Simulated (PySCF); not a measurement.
C4H3N.
Atom-mapped SMILES: `[N:1]#[C:2][C:3]1=[CH:4][CH2:5]1` (hydrogens: H6 on C4; H7, H8 on C5)

A GFN2-xTB structure was refined with PySCF, PBE0-D3(BJ)/def2-SVP geometry optimisation, gas phase. Its GFN2-xTB values:

| coordinate | GFN2-xTB |
| --- | --- |
| N1≡C2 | 1.172 Å |
| C2–C3 | 1.388 Å |
| C3=C4 | 1.261 Å |
| C3–C5 | 1.506 Å |
| C4–C5 | 1.496 Å |
| C4–H6 | 1.088 Å |
| C5–H7 | 1.088 Å |
| N1–C2–C3 | 177.8° |
| C2–C3–C4 | 151.7° |
| C2–C3–C5 | 143.6° |
| C3–C4–C5 | 65.6° |
| C3–C5–C4 | 49.7° |
| C4–C3–C5 | 64.7° |

Q: How do these coordinates change at the PBE0-D3(BJ)/def2-SVP level?

A: 
| coordinate | PBE0-D3(BJ)/def2-SVP (Å or °) | change |
| --- | --- | --- |
| C3=C4 | 1.303 | +0.042 |
| C5–H7 | 1.100 | +0.012 |
| C2–C3 | 1.399 | +0.011 |
| N1≡C2 | 1.161 | -0.011 |
| C4–C5 | 1.492 | -0.004 |
| C4–H6 | 1.087 | -0.001 |
| C3–C5 | 1.507 | +0.001 |
| C2–C3–C5 | 145.6 | +2.0 |
| C3–C5–C4 | 51.5 | +1.8 |
| C4–C3–C5 | 63.7 | -1.0 |
| C2–C3–C4 | 150.7 | -1.0 |
| C3–C4–C5 | 64.8 | -0.8 |
| N1–C2–C3 | 178.6 | +0.8 |

The energy falls by 2.3 kcal/mol over 6 energy and gradient evaluations, the largest force component goes from 0.0643 to 2.2e-04 Eh/bohr, and the atoms move by 0.030 Å rms after alignment. The bond that changes most is C3=C4 (fully substituted alkene carbon to alkene CH carbon), which lengthens by 0.042 Å. Bonds longer at the end by more than 0.005 Å: 4 of 8; shorter: 1. Rotational constants go from 23952, 3360, 3005 to 23909, 3301, 2959 MHz.

The run used 85 basis functions and 47 SCF cycles in all.

Whether it is a minimum is left open (no frequencies).
